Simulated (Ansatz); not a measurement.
# Solid iodine

These are r²SCAN-D4 (plane waves, PAW; Ansatz, a quantum-chemistry and plane-wave program) values and carry that method's errors.

Numerical settings: plane-wave cutoff 500 eV, 8×8×4 k mesh (along the axes of the cell as run), gaussian smearing 0.02 eV, scalar-relativistic PAW data made under PBE.

Cell (relaxed at this level):

```cif
data_I8
_chemical_formula_sum 'I8'
_space_group_name_H-M_alt 'Cmce'
_space_group_IT_number 64
_space_group_name_Hall '-C 2ac 2'
_cell_length_a 7.50389
_cell_length_b 4.58873
_cell_length_c 9.79454
_cell_angle_alpha 90.000
_cell_angle_beta 90.000
_cell_angle_gamma 90.000
loop_
_space_group_symop_operation_xyz
  'x, y, z'
  '-x, -y, -z'
  '-x+1/2, -y, z+1/2'
  'x+1/2, y, -z+1/2'
  'x, -y, -z'
  '-x, y, z'
  '-x+1/2, y, -z+1/2'
  'x+1/2, -y, z+1/2'
  'x+1/2, y+1/2, z'
  '-x+1/2, -y+1/2, -z'
  '-x, -y+1/2, z+1/2'
  'x, y+1/2, -z+1/2'
  'x+1/2, -y+1/2, -z'
  '-x+1/2, y+1/2, z'
  '-x, y+1/2, -z+1/2'
  'x, -y+1/2, z+1/2'
loop_
_atom_site_label
_atom_site_type_symbol
_atom_site_symmetry_multiplicity
_atom_site_Wyckoff_symbol
_atom_site_fract_x
_atom_site_fract_y
_atom_site_fract_z
_atom_site_occupancy
I1 I 8 f 0.00000 0.15871 0.12043 1
```
(The calculation used a cell of 4 atoms; values per cell refer to that cell.)

For solid iodine, the band gap is 1.21 eV (on the SCF k mesh).

Spin–orbit coupling is not included; with these elements it can move the gap by several tenths of an eV or more.

The result took about 4 core-minutes (a rough figure).
